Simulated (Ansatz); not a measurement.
Mulliken charges of `C[NH]` radical from PBE/def2-TZVPP in Ansatz (PBE0-D4/def2-TZVP geometry).

```csv
atom,x (Å),y (Å),z (Å),charge (e)
C1,-0.068,-0.273,-0.237,-0.167
N2,-0.284,0.423,0.992,-0.279
H3,-0.267,0.373,-1.106,0.097
H4,-0.713,-1.151,-0.304,0.103
H5,0.979,-0.597,-0.342,0.097
H6,0.354,1.225,0.997,0.148
```

Q: By hand: the dipole of these point charges (1 e Å = 4.8032 D).

A: Σ q r = (0.139, -0.031, -0.261) e Å, of length 0.297 e Å = 1.43 D.

Q: How does the dipole of the full density compare? (Estimate.)

A: The calculation gave: (0.248, 0.058, -0.323) e Å, 1.98 D; the point charges give 0.72 times that, at 17° from its direction.

Point charges leave out the atoms' own dipoles, such as those of lone pairs, and Mulliken's split depends on the basis, so the two needn't agree.
